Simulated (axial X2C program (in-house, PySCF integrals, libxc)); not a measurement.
# Low determinants of NaCl⁺ at the PBE0 level, 2c

Calculated with an axial X2C code built on PySCF integrals. Two-component (2c) means X2C with spin–orbit coupling and atomic mean-field two-electron Coulomb and Gaunt terms. Basis: Cl dyall-av3z [9s8p3d2f], Na dyall-cv3z [9s8p5d2f] (cores contracted in-house); Gaussian nuclei, density fitting, unrestricted open shells. Masses: Cl 34.969 u, Na 22.990 u.

Search at 2.805 Å (vertical energies from the lowest determinant):

```tsv
ΔE (eV)	state	electrons beyond evenly filled partner blocks	electrons in ±ω = 1/2, 3/2, 5/2, 7/2
0.00	Ω = 3/2	ω = 3/2	22 5 0 0
0.07	Ω = 1/2	ω = 1/2	21 6 0 0
```

Lowest determinant, Ω = 3/2 (⟨Sz⟩ = 0.50, ⟨Lz⟩ = 1.00 at PBE0): Re = 2.784 Å, ωe = 158.9 cm⁻¹.

The determinant in row 2 of the search, Ω = 1/2 (⟨Sz⟩ = -0.49, ⟨Lz⟩ = 0.99 at PBE0), was followed along the bond at PBE0; measured from the minimum of the lowest determinant it gives:

Te = 0.071 eV (573 cm⁻¹), Re = 2.786 Å, ωe = 158.2 cm⁻¹.

Q: Compare the bond of the determinant in row 2 with that of the lowest one.

A: At PBE0 its Re is 0.002 Å longer and its force constant, which goes as ωe², is 0.99 times that of the lowest determinant. T0 ≈ Te + Δωe/2 = 573 + (0) = 573 cm⁻¹.

The search compares states at one distance, so a state with another bond length can lie lower; it is not exhaustive and yields mostly the lowest determinant of each block pattern, so other components and higher states of one pattern are missing. These are energies of single determinants, not of spin-adapted states; PBE0 term energies can be off by some tenths of an eV, and the functional has no current term. The lowest determinant need not be the ground state where others lie within half an eV.
